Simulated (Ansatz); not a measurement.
H₂S₄: single points at one geometry.

```yaml
crystal:
  periodic: [false, false, false]
  atoms:
    - {symbol: S, position_ang: [1.109938, 1.529704, 1.380111]}
    - {symbol: S, position_ang: [1.387527, 0.453554, -0.366261]}
    - {symbol: S, position_ang: [0.567934, -1.421311, -0.042848]}
    - {symbol: S, position_ang: [-1.473240, -1.221159, -0.349840]}
    - {symbol: H, position_ang: [-0.117662, 2.018559, 1.077075]}
    - {symbol: H, position_ang: [-1.474496, -1.359347, -1.698237]}
basis:
  gaussian: {orbitals: def2-TZVP, initial_orbitals: start.molden}
hamiltonian: {xc: {name: r2SCAN0}, dispersion: d4}
scf: {omitted_lower_state_checks: [starts]}
output: {orbitals: {seedname: orbitals}}
```

The file start.molden holds the orbitals of an earlier run on this structure, at another level or in another basis.

```sh
$ ansatz run in.yaml --threads 4 --pin off --events-out ev --progress --plain --max-ram 3916MiB
```

It prints (some lines left out):

```
Functional definition: r2SCAN0
1172 factors; their error is unknown
mean field evaluation 1: about -43372.3812 eV, gradient 9.8e0 eV
mean field evaluation 2: about -43372.4227 eV, gradient 4.1e-2 eV
mean field evaluation 4: about -43372.5085 eV, gradient 5.3e-5 eV
mean field -43372.50852208 eV, -1593.9102892442 hartree, gradient 1.2e-5 eV, S^2 0.000000; 0 other end points of the search recorded, 0 dependent functions left out
reference -43372.50852996 eV, -1593.9102895337 hartree; 33, 33 occupied and 127, 127 virtual orbitals, 1172 factors
Total energy: -43372.57237384 eV, -1593.9126357531 hartree
Checks for a lower state left out: starts
```

Hardware: 4 threads of Intel Xeon on a shared host. Wall time 5.5 s.

The first input with `hamiltonian: {xc: pbe0, dispersion: d4}` (abridged; 3.8 s):

```
Functional definition: PBE0
mean field -43361.00451594 eV, -1593.4875248164 hartree, gradient 7.3e-5 eV, S^2 0.000000
Total energy: -43361.19993053 eV, -1593.4947061700 hartree
Checks for a lower state left out: starts
```

First input, but with `hamiltonian: {xc: {name: wB97X-V}}` (abridged; 6.5 s):

```
Functional definition: wB97X-V
mean field -43369.25237598 eV, -1593.7906280820 hartree, gradient 2.1e-5 eV, S^2 0.000000
Total energy: -43369.25237425 eV, -1593.7906280187 hartree
Checks for a lower state left out: starts
```

First input, but with `hamiltonian: {xc: pbe, dispersion: d4}` (abridged; 2.1 s):

```
Functional definition: PBE
mean field -43357.79138432 eV, -1593.3694444072 hartree, gradient 1.2e-5 eV, S^2 0.000000
Total energy: -43358.01950183 eV, -1593.3778275711 hartree
Checks for a lower state left out: starts
```

First input, but with `hamiltonian: {xc: lda}` (abridged; 1.3 s):

```
Functional definition: SPW92
mean field -43227.17117165 eV, -1588.5692401293 hartree, gradient 1.4e-5 eV, S^2 0.000000
Total energy: -43227.17120388 eV, -1588.5692413135 hartree
Checks for a lower state left out: starts
```

First input, but with `gaussian: {orbitals: def2-SVP, initial_orbitals: start.molden}`, `hamiltonian: {xc: pbe0, dispersion: d4}` (abridged; 1.7 s):

```
Functional definition: PBE0
mean field -43345.48314741 eV, -1592.9171250438 hartree, gradient 1.9e-5 eV, S^2 0.000000
Total energy: -43345.67855479 eV, -1592.9243061325 hartree
Checks for a lower state left out: starts
```

The first input with `correlation: {method: mp2}` and without the key `hamiltonian` (abridged; 3.1 s):

```
Functional definition: HF
mean field -43302.58766588 eV, -1591.3407451728 hartree, gradient 1.4e-6 eV, S^2 0.000000
20 core orbitals not correlated: weight in the atoms' cores, before any rotation towards them, 1.000 or more for the frozen orbitals, at most 0.000 for the correlated occupied ones
second order -18.61048687 eV of doubles, -0.00000000 eV of singles
Total energy: -43321.19815274 eV, -1592.0246679506 hartree
Checks for a lower state left out: starts
```

Geometry: PBE0-D4/def2-SVP.

Correlated methods freeze 20 core orbitals.
